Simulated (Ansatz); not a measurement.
# BSiH3 (triplet): from Hartree-Fock to the top rungs at a displaced geometry (v1), cc-pVDZ

Aim: climb from Hartree-Fock through coupled cluster for BSiH3 (triplet) at one geometry and basis, and see what each rung misses.

Program: Ansatz 0.2.0, Gaussian basis. Level of theory: cc-pVDZ, core rule «outside noble gas», up to 6 orbitals frozen. These are calculated values, not measurements.

The runs, in order: UHF; CCSD(T) on ROHF; CCSD(T) on UHF; BCCD(T) on ROHF; CISD; CCSDT(Q) on ROHF; CCSDT(Q) on UHF.

23 further runs of the same task are left out: 3 for a known fault of the program, 7 that didn't finish, 13 set aside as unsound or not needed.

**1. What is computed**

The geometry is a PBE0/def2-TZVP stationary point (not a proven minimum) with its atoms shifted at random (size 0.040 Å).

5 atoms, charge 0, spin multiplicity 3.

Atoms are counted from 1 here; the program's logs count them from 0.

Bond lengths: Si1–B2 1.947 Å, Si1–H3 1.501 Å, B2–H4 1.200 Å, B2–H5 1.225 Å. Angles: B2–Si1–H3 120.6°, Si1–B2–H4 117.1°, Si1–B2–H5 124.5°, H4–B2–H5 117.8°.

**2. UHF**

in.yaml reads:

```yaml
crystal:
  periodic: [false, false, false]
  atoms:
    - {symbol: Si, position_ang: [0.002777, -0.082245, 0.602380]}
    - {symbol: B, position_ang: [0.001943, 0.077489, -1.337625]}
    - {symbol: H, position_ang: [0.049907, 1.141853, 1.470483]}
    - {symbol: H, position_ang: [-0.052869, 1.185622, -1.795787]}
    - {symbol: H, position_ang: [-0.095254, -0.866907, -2.112430]}
basis:
  gaussian: {orbitals: cc-pVDZ}
magnetization: {spin_polarized: true, initial_magnetization: 2}
hamiltonian: {xc: hf}
output: {orbitals: {seedname: orbitals}}
```

Run with:

```
$ ansatz run in.yaml --threads 1 --pin off --events-out ev --progress --plain --max-ram 2393MiB
```

After this run come: CCSD(T) on ROHF; CCSD(T) on UHF; BCCD(T) on ROHF; CISD; CCSDT(Q) on ROHF; CCSDT(Q) on UHF.

Before running them: what should the planned runs give, taken together? Wanted: UCCSDT(Q) below the RHF energy; RMP2 from UCCSDT(Q); UMP2 from UCCSDT(Q); RCCSD from UCCSDT(Q); RCCSD(T) from UCCSDT(Q); UCCSD(T) from UCCSDT(Q); RCCSDT(Q) from UCCSDT(Q); T1 diagnostic.

**Answer**, as computed:

```
                         quantity                                                   value
   UCCSDT(Q) below the RHF energy                                              -5.3803 eV
              RMP2 from UCCSDT(Q)                                             +1200.4 meV
              UMP2 from UCCSDT(Q)                                             +1203.8 meV
             RCCSD from UCCSDT(Q)                                              +188.5 meV
          RCCSD(T) from UCCSDT(Q)                                               +42.6 meV
          UCCSD(T) from UCCSDT(Q)                                               +42.5 meV
         RCCSDT(Q) from UCCSDT(Q)                                                +0.5 meV
levels within 1 kcal/mol (43 meV)  RCCSD(T), UCCSD(T), BCCD(T), RCCSDT, UCCSDT, RCCSDT(Q)
                    T1 diagnostic                                                   0.027
```

**Reading.** RCCSD(T) lands +42.6 meV from the yardstick (0.8 % of the correlation energy). These misses are within one basis, not against nature; the frozen cores of restricted and unrestricted runs differ, which can shift their rows.
